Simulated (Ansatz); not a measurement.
Rock-salt BaS, treated with PBE0-D3(BJ) (PAW; Ansatz, a program for electronic structure).

Run with plane-wave cutoff 460 eV, 8×8×8 k mesh, Fermi–Dirac smearing 0.01 eV, scalar-relativistic PAW data made under PBE.

The cell is scaled about its equilibrium volume:

```tsv
V (Å³/atom)	P (GPa)	direct gap at Γ (eV)	smallest gap on the k mesh (eV)
30.115	2.78	5.746	3.665
30.907	1.30	5.630	3.715
31.890	-0.27	5.452	3.769
32.492	-1.12	5.348	3.798
33.285	-2.10	5.217	3.833
```

The fundamental gap (3.76 eV at the equilibrium volume, on the SCF mesh) lies elsewhere than Γ–Γ.

Spin–orbit coupling is not included.
